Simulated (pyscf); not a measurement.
Thermochemistry of product channels of silanone (O=SiH₂) + silanol (HO–SiH₃) on the singlet surface, in kJ/mol, from ωB97M-D3(BJ)/def2-TZVP energies (ideal gas, 1 atm, RRHO with modes under 100 cm⁻¹ raised to 100, one conformer, R ln 2 for chiral ones without a mode under 150 cm⁻¹). Single points on ωB97X-D3(BJ)/def2-SVP structures (PySCF, gas phase).

| products | ΔE | ΔH(298 K) | ΔG(298 K) | ΔG(600 K) |
|---|---|---|---|---|
| HO–SiH₂–O–SiH₃ | -317.2 | -306.8 | -261.6 | -216.7 |
| O=SiH–O–SiH₃ + hydrogen (H₂) | -129.6 | -138.3 | -128.0 | -119.5 |

These are energies of the channels, which say nothing of barriers.
